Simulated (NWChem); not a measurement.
System: NH, singlet; SMILES [NH]

Input file for NWChem:

```
start job
memory heap 200 mb stack 900 mb global 1100 mb
geometry units angstroms noautosym nocenter noautoz
  N      0.000000     0.000000    -0.131933
  H      0.000000     0.000000     0.899646
end
basis spherical
  * library 6-31g*
end
dft
  xc m05-2x
  iterations 150
end
cosmo
  dielec 2.0
end
task dft energy
```

Output (shortened):

```
             Northwest Computational Chemistry Package (NWChem) 7.3.0
             --------------------------------------------------------

                             Geometry "geometry" -> ""
                             -------------------------

 Output coordinates in angstroms (scale by  1.889725989 to convert to a.u.)

  No.       Tag          Charge          X              Y              Z
 ---- ---------------- ---------- -------------- -------------- --------------
    1 N                    7.0000     0.00000000     0.00000000    -0.13193300
    2 H                    1.0000     0.00000000     0.00000000     0.89964600

 Effective nuclear repulsion energy (a.u.)       3.5908454350

                                 NWChem DFT Module
                                 -----------------

 Summary of "ao basis" -> "ao basis" (spherical)
 ------------------------------------------------------------------------------
       Tag                 Description            Shells   Functions and Types
 ---------------- ------------------------------  ------  ---------------------
 N                           6-31g*                  6       14   3s2p1d
 H                           6-31g*                  2        2   2s

 in cosmo_initialize ...

 solvent parameters
 solvname_short: unkn
 solvname_long:  unknown
 dielec:        2.0000

          ---------------
          -cosmo- solvent
          ---------------
 Cosmo: York-Karplus, doi: 10.1021/jp992097l
 dielectric constant -eps-     =   2.00
 screen = (eps-1)/(eps    )    =   0.50000
 surface charge correction     = lagrangian

   van der Waals surface
 --------------------------

 ---------- ATOMIC COORDINATES (A.U.) ------------ VDWR(ANG.) --
     1    0.00000000    0.00000000   -0.24931722     1.830
     2    0.00000000    0.00000000    1.70008443     1.300
 number of segments per atom =         32
 number of   points per atom =         32
 atom (   nspa,  nppa )
 ----------------------
    1 (     28,     0 )       0
    2 (     16,     0 )       0
 number of -cosmo- surface points =       44
 molecular surface =     45.546 angstrom**2
 molecular volume  =     26.152 angstrom**3
 G(cav/disp)       =      1.088 kcal/mol
 -lineq- algorithm             =   0
 -bem- low  level              =   2
 -bem- from -octahedral-
 gaussian surface charge width =   4.50000
 degree of switching           =   1.00000
 switching function tolerance  =   0.00010
 atomic radii =
 --------------
    1  7.000  1.830
    2  1.000  1.300
 ...... end of -cosmo- initialization ......

            General Information
            -------------------
          SCF calculation type: DFT
          Wavefunction type:  closed shell.
          No. of atoms     :     2
          No. of electrons :     8
           Alpha electrons :     4
            Beta electrons :     4
          Charge           :     0
          Spin multiplicity:     1
          Use of symmetry is: off; symmetry adaption is: off
          Maximum number of iterations: 150
          AO basis - number of functions:    16
                     number of shells:     8
          Convergence on energy requested:  1.00D-06
          Convergence on density requested:  1.00D-05
          Convergence on gradient requested:  5.00D-04

              XC Information
              --------------
                       M05-2X Method XC Functional
                     Hartree-Fock (Exact) Exchange  0.560
                M05-2X metaGGA Exchange Functional  0.440
                      M05-2X Correlation Potential  1.000

             Grid Information
             ----------------
          Grid used for XC integration:  medium
          Radial quadrature: Mura-Knowles
          Angular quadrature: Lebedev.
          Tag              B.-S. Rad. Rad. Pts. Rad. Cut. Ang. Pts.
          ---              ---------- --------- --------- ---------
          N                   0.65       49           5.0       434
          H                   0.35       45           5.0       434
          Grid pruning is: on
          Number of quadrature shells:    94
          Spatial weights used:  Erf1

      Superposition of Atomic Density Guess
      -------------------------------------

 Sum of atomic energies:         -54.79197078

      Non-variational initial energy
      ------------------------------

 Total energy =     -54.559920
 1-e energy   =     -81.188487
 2-e energy   =      23.037722
 HOMO         =      -0.235507
 LUMO         =      -0.235507

   convergence    iter        energy       DeltaE   RMS-Dens  Diis-err
 ---------------- ----- ----------------- --------- --------- ---------
     COSMO gas phase
 d= 0,ls=0.0,diis     1    -55.1066206286 -5.87D+01  1.51D-02  9.59D-02
 d= 0,ls=0.0,diis     2    -55.1178993403 -1.13D-02  5.80D-03  1.50D-02
 d= 0,ls=0.0,diis     3    -55.1195312109 -1.63D-03  1.42D-03  8.64D-04
 d= 0,ls=0.0,diis     4    -55.1196492805 -1.18D-04  2.25D-04  2.45D-05
 d= 0,ls=0.0,diis     5    -55.1196522711 -2.99D-06  2.62D-05  7.84D-08
 d= 0,ls=0.0,diis     6    -55.1196522964 -2.52D-08  1.04D-05  3.45D-09
 d= 0,ls=0.0,diis     7    -55.1196523024 -6.02D-09  1.11D-05  2.63D-09
 d= 0,ls=0.0,diis     8    -55.1196523089 -6.46D-09  1.06D-04  2.59D-09
 d= 0,ls=0.0,diis     9    -55.1196523689 -6.01D-08  1.63D-03  2.31D-09
 d= 0,ls=0.0,diis    10    -55.1196528405 -4.72D-07  8.48D-05  2.41D-09
 d= 0,ls=0.0,diis    11    -55.1196528418 -1.30D-09  4.40D-06  1.59D-09

[...]

                                   COSMO solvation results
                                   -----------------------

                 gas phase energy =       -55.119652841782
                 sol phase energy =       -55.124018441348
 (electrostatic) solvation energy =         0.004365599566 (    2.74 kcal/mol)

                       DFT Final Molecular Orbital Analysis
                       ------------------------------------

 Vector    2  Occ=2.000000D+00  E=-8.948521D-01
              MO Center= -3.3D-15,  6.6D-16,  1.7D-01, r^2= 6.1D-01
   Bfn.  Coefficient  Atom+Function         Bfn.  Coefficient  Atom+Function
  ----- ------------  ---------------      ----- ------------  ---------------
     6      0.475965  1 N  s                  2      0.454667  1 N  s
     1     -0.205511  1 N  s                 15      0.199354  2 H  s
     5      0.144726  1 N  pz                 9      0.065127  1 N  pz

 Vector    3  Occ=2.000000D+00  E=-4.604920D-01
              MO Center=  9.3D-15, -2.0D-15, -1.3D-01, r^2= 8.9D-01
   Bfn.  Coefficient  Atom+Function         Bfn.  Coefficient  Atom+Function
  ----- ------------  ---------------      ----- ------------  ---------------
     5      0.512381  1 N  pz                 6     -0.376570  1 N  s
     9      0.296562  1 N  pz                15      0.256727  2 H  s
     2     -0.192181  1 N  s                 16      0.186286  2 H  s
     1      0.089683  1 N  s                 12      0.037951  1 N  d  0

 Vector    4  Occ=2.000000D+00  E=-3.335587D-01
              MO Center= -8.3D-16,  4.7D-16, -1.2D-01, r^2= 7.7D-01
   Bfn.  Coefficient  Atom+Function         Bfn.  Coefficient  Atom+Function
  ----- ------------  ---------------      ----- ------------  ---------------
     4      0.637007  1 N  py                 8      0.497391  1 N  py
     3      0.084114  1 N  px                 7      0.065427  1 N  px
    11      0.025933  1 N  d -1

 Vector    5  Occ=0.000000D+00  E=-1.019532D-01
              MO Center= -6.9D-15,  1.1D-15, -1.2D-01, r^2= 8.6D-01
   Bfn.  Coefficient  Atom+Function         Bfn.  Coefficient  Atom+Function
  ----- ------------  ---------------      ----- ------------  ---------------
     3      0.579041  1 N  px                 7      0.558026  1 N  px
     4     -0.076194  1 N  py                 8     -0.073712  1 N  py
    13     -0.025404  1 N  d  1

 Vector    6  Occ=0.000000D+00  E= 1.733740D-01
              MO Center= -2.1D-15,  2.3D-16,  1.1D+00, r^2= 1.7D+00
   Bfn.  Coefficient  Atom+Function         Bfn.  Coefficient  Atom+Function
  ----- ------------  ---------------      ----- ------------  ---------------
    16      1.759340  2 H  s                  6     -1.031320  1 N  s
     9     -0.767226  1 N  pz                 5     -0.342431  1 N  pz
     2     -0.155977  1 N  s                 15      0.100580  2 H  s
     1      0.075942  1 N  s

 Vector    7  Occ=0.000000D+00  E= 7.579758D-01
              MO Center= -7.2D-16, -6.6D-15, -1.3D-01, r^2= 1.5D+00
   Bfn.  Coefficient  Atom+Function         Bfn.  Coefficient  Atom+Function
  ----- ------------  ---------------      ----- ------------  ---------------
     8     -1.048671  1 N  py                 4      0.970040  1 N  py
     7     -0.133154  1 N  px                 3      0.122687  1 N  px

     Multipole analysis of the density
     ---------------------------------

     L   x y z        total         alpha         beta         nuclear
     -   - - -        -----         -----         ----         -------
     0   0 0 0      0.000000     -4.000000     -4.000000      8.000000

     1   1 0 0     -0.000000     -0.000000     -0.000000      0.000000
     1   0 1 0      0.000000      0.000000      0.000000      0.000000
     1   0 0 1      0.735107      0.390122      0.390122     -0.045136

     2   2 0 0     -3.634974     -1.817487     -1.817487      0.000000
     2   1 1 0     -0.278395     -0.139198     -0.139198      0.000000
     2   1 0 1      0.000000      0.000000      0.000000      0.000000
     2   0 2 0     -5.712364     -2.856182     -2.856182      0.000000
     2   0 1 1     -0.000000     -0.000000     -0.000000      0.000000
     2   0 0 2     -4.197884     -3.761642     -3.761642      3.325401
```

Level: M05-2X/6-31G* (spherical d), COSMO on the gas-phase geometry. Low-valent species are run as closed-shell singlets; no triplet was tried in these runs. Structure relaxed at the PBE0/def2-SVP level. COSMO prints the solvation energy as gas minus solution, so a positive value is a stabilisation.
